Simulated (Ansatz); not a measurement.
CdBr2 (P6_3mc)

Level of theory: DFT PBEsol, scalar-relativistic, plane waves, PAW in Ansatz 0.2.0.

Settings: cutoff 420 eV, Γ-centred mesh 6×6×2 on the computed 6-atom cell, Gaussian smearing of 0.02 eV; no spin polarisation.

The structure is relaxed at this level of theory with its symmetry kept. Whether it is the stable form of this composition wasn't checked.

```cif
data_structure
_symmetry_space_group_name_H-M 'P6_3mc'
_symmetry_Int_Tables_number 186
_cell_length_a 3.9682
_cell_length_b 3.9682
_cell_length_c 13.0990
_cell_angle_alpha 90.000
_cell_angle_beta 90.000
_cell_angle_gamma 120.000
_cell_volume 178.63
loop_
_atom_site_label
_atom_site_type_symbol
_atom_site_symmetry_multiplicity
_atom_site_Wyckoff_symbol
_atom_site_fract_x
_atom_site_fract_y
_atom_site_fract_z
_atom_site_occupancy
Cd1 Cd 2 b 0.33333 0.66667 0.37499 1
Br1 Br 2 b 0.33333 0.66667 0.99367 1
Br2 Br 2 a 0.00000 0.00000 0.25633 1
```

Q: Formation energy from the elements' standard states (Br, Hg as crystals; uncorrected)?

A: -0.859 eV/atom.

Q: Kohn–Sham band gap?

A: 2.85 eV, direct at Γ.

Q: Löwdin character of the top 1 eV of the valence band?

A: Br 4p 95 %.

Q: Löwdin character of the lowest 1 eV of the conduction band?

A: Cd 5s 56 %, Br 4p 31 %, unprojected 7 %.

Q: Electron masses at the edge by Cartesian direction of the standard setting (m_e; degenerate bands sorted by energy; no spin-orbit coupling)?

A: x: 0.27; y: 0.27; z: 0.31.

Q: Hole masses at the edge by Cartesian direction of the standard setting (m_e; degenerate bands sorted by energy; no spin-orbit coupling)?

A: x: over 30, 0.43; y: over 30, 0.43; z: 5.6, 5.6.

Q: Bader charges (e)?

A: Cd (2 in the cell) 0.95, Br (2 in the cell) -0.47, Br (2 in the cell) -0.47.

Each cell of CdBr2 holds layers, and where no dispersion correction was added their binding is poorly described.